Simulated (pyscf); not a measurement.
Optimised with ωB97X-D3(BJ)/def2-SVP in PySCF.

Task: How much does it cost (ΔH, 298 K, ωB97M-D3(BJ)/def2-TZVP) to split `[CH3][Sn]([OH])([OH])[OH]` at its C–Sn bond into CH₃• + HO–Sn•(OH)–OH?

Result: C–Sn to CH₃• + HO–Sn•(OH)–OH: 2.95 eV. The 7 functionals that were run give +2.62 (r²SCAN) to +3.14 eV (ωB97X-D3(BJ)). Other isomers of HO–Sn•(OH)–OH were not searched in full and may lie lower. Elements past Kr carry the def2 core potentials, without spin-orbit coupling.
